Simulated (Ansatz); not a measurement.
Calculation: frozen-core CCSD(T)/cc-pVTZ // PBE-D3(BJ)/def2-TZVP in Ansatz (a first-principles code).

Ansatz 0.2 input:
```yaml
crystal:
  periodic: [false, false, false]
  atoms:
    - { symbol: C, position_ang: [0.0, 0.0, 0.0] }
    - { symbol: H, position_ang: [-0.702412, -0.807529, -0.238013] }
    - { symbol: H, position_ang: [-0.387143, 0.948272, -0.391199] }
    - { symbol: H, position_ang: [0.116981, 0.073889, 1.087654] }
    - { symbol: H, position_ang: [0.972574, -0.21463, -0.458441] }
basis:
  gaussian: { orbitals: cc-pVTZ }
correlation:
  method: ccsd_t
```

Output:

```
Functional definition: HF
464 factors; integrals over basis functions are off by at most 9.2e-4 eV
mean field evaluation 1: about -1093.1257 eV, gradient 2.1e1 eV
mean field evaluation 2: about -1093.1241 eV, gradient 2.1e1 eV
mean field evaluation 4: about -1094.2387 eV, gradient 1.5e0 eV
mean field evaluation 8: about -1094.2495 eV, gradient 1.7e-4 eV
mean field evaluation 16: about -1094.2493 eV, gradient 2.1e-1 eV
mean field -1094.24952229 eV, -40.2129282350 hartree, gradient 1.7e-6 eV, S^2 0.000000; 0 other end points of the search recorded, 0 dependent functions left out
1 core orbitals not correlated
reference -1094.24952229 eV, -40.2129282350 hartree; 4, 4 occupied and 81, 81 virtual orbitals, 464 factors
second order -5.39952879 eV of doubles, -0.00000000 eV of singles
cycle   1  -5.78839744 eV  change   -3.9e-1 eV  update   4.3e-2
cycle   2  -5.93460131 eV  change   -1.5e-1 eV  update   1.3e-2
cycle   3  -5.95126871 eV  change   -1.7e-2 eV  update   3.6e-3
cycle   4  -5.95110715 eV  change    1.6e-4 eV  update   8.2e-4
cycle   5  -5.95123358 eV  change   -1.3e-4 eV  update   1.7e-4
cycle   6  -5.95123780 eV  change   -4.2e-6 eV  update   3.6e-5
cycle   7  -5.95125250 eV  change   -1.5e-5 eV  update   7.9e-6
cycle   8  -5.95125302 eV  change   -5.2e-7 eV  update   1.4e-6
perturbative correction -0.17227480 eV, -0.0063309821 hartree
Total energy: -1100.37305011 eV, -40.4379637319 hartree
```

Cost: around 0.9 core-seconds (rough).
